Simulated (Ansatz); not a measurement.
## fcc Rh: how far can PBE be trusted?

Programs: Ansatz (a program for electronic structure).

```csv
property,PBE,LDA,PBEsol,reference,PBE less reference
lattice parameter a (Å),3.830,3.754,3.780,3.794,+0.95 %
bulk modulus B0 (GPa),257,318,295,271,-5.2 %
cohesive energy (eV/atom),5.73,7.60,6.68,5.78,-0.05 eV/atom
elastic constant C11 (GPa),412,502,471,413*,-0.2 %
elastic constant C44 (GPa),185,222,211,184*,+0.5 %
polycrystal shear modulus (GPa),154,184,175,–,–
```

PBE is well off the measurement for the lattice constant a (+0.95 %, at least halved by PBEsol). It does well for the bulk modulus (-5.2 %), cohesive energy (-0.05 eV/atom). In between, or not called against an uncorrected reference: elastic constant C11 (-0.2 %), elastic constant C44 (+0.5 %). Where no measured value is used, PBE differs from PBEsol by -12.0 % in the Voigt–Reuss–Hill shear modulus.

A star marks values at room or unstated temperature without corrections; heat and zero-point motion as a rule enlarge cells and lower moduli and gaps.

Called good within 6.5 % for the bulk modulus, 0.10 eV/atom for the cohesive energy.

Called well off clearly beyond 0.50 % for the lattice constant a, 13.1 % for the bulk modulus, 0.20 eV/atom for the cohesive energy (bounds picked here from the quality of each reference).

The references are measured values: lattice constant a corrected to a static lattice, bulk modulus corrected to a static lattice, cohesive energy corrected to a static lattice, elastic constant C11 unstated, elastic constant C44 unstated.

Unless a row names a cell, each level is at its own relaxed cell.

Ansatz's density-functional and Hartree–Fock values are scalar-relativistic unless marked +SOC, with PAW data made under PBE.

References as tabulated in Mejia-Rodriguez and Trickey (2018), arXiv:1807.09216; Mehl and Papaconstantopoulos (1996), arXiv:mtrl-th/9602003; Levämäki et al. (2014), arXiv:1402.3671.
